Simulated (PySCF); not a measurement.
Molecule: allene (SMILES C=C=C).

Atoms are numbered as in `[CH2:1]=[C:2]=[CH2:3]`. Hydrogens are named by the atom that carries them.

Geometry PBE0-D3(BJ)/def2-SVP throughout; GIAO in PySCF, gas phase, one conformer, non-relativistic; equivalent atoms averaged; basis pcSseg-2.

Question: How do the absolute shieldings σ depend on the functional? (ppm; last column core-seconds on shared hosts with different chips, so compare them loosely; the GGAs took longer than the global hybrids here, which isn't the general rule, and the cause wasn't traced)

Answer: 
| functional | kind | C2 | C1/C3 | H(C1)/H(C3) | core-s |
| --- | --- | --- | --- | --- | --- |
| HF | Hartree–Fock | -44.6 | 112.6 | 26.74 | 3.8 |
| LDA | LDA | -54.6 | 101.8 | 25.92 | 9.9 |
| PBE | GGA | -49.4 | 102.6 | 26.34 | 12 |
| BLYP | GGA | -55.9 | 99.2 | 26.57 | 12 |
| BP86 | GGA | -49.0 | 102.4 | 26.41 | 12 |
| OPBE | GGA | -36.0 | 108.3 | 26.31 | 12 |
| KT2 | GGA | -34.8 | 110.3 | 26.41 | 12 |
| KT3 | GGA | -34.6 | 109.3 | 26.56 | 12 |
| B97-D | GGA | -43.8 | 104.2 | 26.57 | 12 |
| B3LYP | global hybrid | -54.9 | 101.3 | 26.54 | 8.7 |
| PBE0 | global hybrid | -48.2 | 105.1 | 26.35 | 8.3 |
| mPW1PW91 | global hybrid | -49.2 | 104.2 | 26.40 | 8.8 |
| WP04 | global hybrid | -62.7 | 91.5 | 26.82 | 6.8 |
| B97-2 | global hybrid | -44.5 | 105.8 | 26.48 | 6.8 |
| BHandHLYP | global hybrid | -52.6 | 104.9 | 26.55 | 6.5 |
| CAM-B3LYP | range-separated hybrid | -54.4 | 103.0 | 26.49 | 8.7 |
| wB97X-D | range-separated hybrid | -49.1 | 104.3 | 26.49 | 8.3 |
| LC-wPBE | range-separated hybrid | -49.3 | 104.9 | 26.44 | 11 |

Question: Which nucleus moves most, in ppm?

Answer: C2 (central carbon of an allene): from -62.7 ppm with WP04 to -34.6 ppm with KT3. The smallest spread is 0.90 ppm, at H(C1)/H(C3). Proton shifts span only some 12 ppm, so a few tenths of a ppm matter as much there as several ppm in carbon.
